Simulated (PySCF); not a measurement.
Working with the constants of NaP

r²SCAN constants of NaP, ³Σ⁻ (triplet), unpaired electrons π ↑↑ (basis Na x2c-TZVPPall, P x2c-TZVPPall; spin-free X2C with a Gaussian nucleus; PySCF 2.14; masses 22.9898 and 30.9738 u):

* ωe: 274.7 cm⁻¹
* ωexe: 1.67 cm⁻¹
* Be: 0.17947 cm⁻¹
* αe: 0.00146 cm⁻¹
* De to Na + P: 1.37 eV

**Question.** What force constant and bond length do these constants imply?

**Answer.** Reduced mass μred = 13.196 u; k = 5.8918×10⁻⁷·μred·ωe² (u, cm⁻¹, mdyn/Å) = 0.587 mdyn/Å; Re = √(16.8576/(μred·Be)) (u, cm⁻¹, Å) = 2.668 Å.

**Question.** Estimate the centrifugal constant D from the Kratzer relation and find the Dunham coefficient a1.

**Answer.** D = 4Be³/ωe² = 3.06e-07 cm⁻¹; a1 = −1 − αeωe/(6Be²) = -3.08.

The state was picked by a PBE0 search and need not be the measured ground state.
